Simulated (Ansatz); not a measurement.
```yaml
crystal:
  periodic: [false, false, false]
  atoms:
    - {symbol: Y, position_ang: [0.000000, 0.000000, 0.000000]}
    - {symbol: O, position_ang: [0.000000, 0.000000, 2.110000]}
basis:
  gaussian: {orbitals: def2-TZVP}
total_charge: 1
hamiltonian: {xc: pbe0}
relax: {f_tol: 0.004, max_steps: 80}
```

```sh
$ ansatz run in.yaml --threads 1 --pin off --events-out ev --progress --plain --max-ram 2176MiB
```

Steps of the relaxation (energy above the last step; positions in Å, forces in eV/Å):

```
2
step 1, 1917.4 meV
Y     0.000    0.000    0.000    0.000    0.000    7.811
O     0.000    0.000    2.110    0.000    0.000   -7.811
```

```
2
step 2, 8.6 meV
Y     0.000    0.000    0.195    0.000    0.000   -0.922
O     0.000    0.000    1.915    0.000    0.000    0.922
```

```
2
step 3, 0.8 meV
Y     0.000    0.000    0.183    0.000    0.000    0.267
O     0.000    0.000    1.927    0.000    0.000   -0.267
```

```
2
step 4, 0.0 meV
Y     0.000    0.000    0.185    0.000    0.000    0.001
O     0.000    0.000    1.925    0.000    0.000   -0.001
```

Close pairs at the end: Y1–O2 1.739 Å.

A stationary point of restricted PBE0 after 4 steps (its stability towards spin polarisation wasn't tested). 7 s on 1 thread of Arm Neoverse V2, shared host.
